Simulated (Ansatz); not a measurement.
```yaml
crystal:
  periodic: [false, false, false]
  atoms:
    - {symbol: C, position_ang: [-0.874233, -0.469649, -0.435553]}
    - {symbol: C, position_ang: [0.206859, -0.184875, -0.911767]}
    - {symbol: Si, position_ang: [0.285521, 0.415659, 0.632552]}
    - {symbol: H, position_ang: [-1.921629, -0.873757, -0.575117]}
    - {symbol: H, position_ang: [0.583878, -0.449879, -1.928584]}
    - {symbol: H, position_ang: [0.137509, 1.943714, 0.866119]}
    - {symbol: H, position_ang: [1.079508, -0.040127, 2.035550]}
basis:
  gaussian: {orbitals: STO-3G, fitting: {mean_field: cc-pVTZ-jkfit}}
magnetization: {spin_polarized: true, initial_magnetization: 2}
hamiltonian: {xc: {name: PBEsol}}
relax: {f_tol: 0.001, max_steps: 3}
```

```sh
$ ansatz run in.yaml --threads 2 --pin off --events-out ev --progress --plain --max-ram 4352MiB
```

(1) How does Ansatz answer? (An estimate is asked.)

Answers

(1) The calculation gave: No converged result was reached.
```
Functional definition: PBEsol
399 factors; integrals over basis functions are off by at most 8.7e-4 eV
mean field evaluation 1: about -9854.0011 eV, gradient 2.0e1 eV
mean field evaluation 2: about -9836.8357 eV, gradient 4.7e1 eV
mean field evaluation 4: about -9854.4940 eV, gradient 1.4e1 eV
mean field evaluation 8: about -9856.9582 eV, gradient 2.7e0 eV
mean field evaluation 16: about -9857.0381 eV, gradient 7.2e-3 eV
mean field -9857.03813827 eV, -362.2394702410 hartree, gradient 1.2e-5 eV, S^2 2.002716; 6 other end points of the search recorded, 0 dependent functions left out
reference -9857.03815815 eV, -362.2394709717 hartree; 16, 14 occupied and 7, 9 virtual orbitals, 399 factors
relax step   1: F+E_penalty+E_count = -9857.03813827 eV  Δ(F+E_penalty+E_count) = +0.000e0 eV  max|allowed force component| = 1.789e1 eV/Å  Δτ_max = 0.0000 Å  (177 SCF iters, accepted)
399 factors; integrals over basis functions are off by at most 8.6e-4 eV
mean field -9860.00681150 eV, -362.3485669698 hartree, gradient 2.1e-5 eV, S^2 2.007696; 0 other end points of the search recorded, 0 dependent functions left out
reference -9860.00683101 eV, -362.3485676871 hartree; 16, 14 occupied and 7, 9 virtual orbitals, 399 factors
relax step   2: F+E_penalty+E_count = -9860.00681150 eV  Δ(F+E_penalty+E_count) = -2.969e0 eV  max|allowed force component| = 8.366e0 eV/Å  Δτ_max = 0.1994 Å  (36 SCF iters, accepted)
399 factors; integrals over basis functions are off by at most 8.4e-4 eV
mean field -9861.21802989 eV, -362.3930784249 hartree, gradient 7.0e-5 eV, S^2 2.007836; 0 other end points of the search recorded, 0 dependent functions left out
reference -9861.21804914 eV, -362.3930791322 hartree; 16, 14 occupied and 7, 9 virtual orbitals, 399 factors
relax step   3: F+E_penalty+E_count = -9861.21802989 eV  Δ(F+E_penalty+E_count) = -1.211e0 eV  max|allowed force component| = 3.223e0 eV/Å  Δτ_max = 0.1940 Å  (26 SCF iters, accepted)
Error: geometry relaxation did not converge after 3 steps: max|allowed force component| = 3.22e0 eV/Å (threshold 1.0e-3). Raise `relax.max_steps` over both its present limit and 3, loosen `relax.f_tol`, or start from a geometry closer to equilibrium. Where this run's directory can be resumed (`checkpoint.write`), a resume goes on for up to `relax.max_steps` more
```
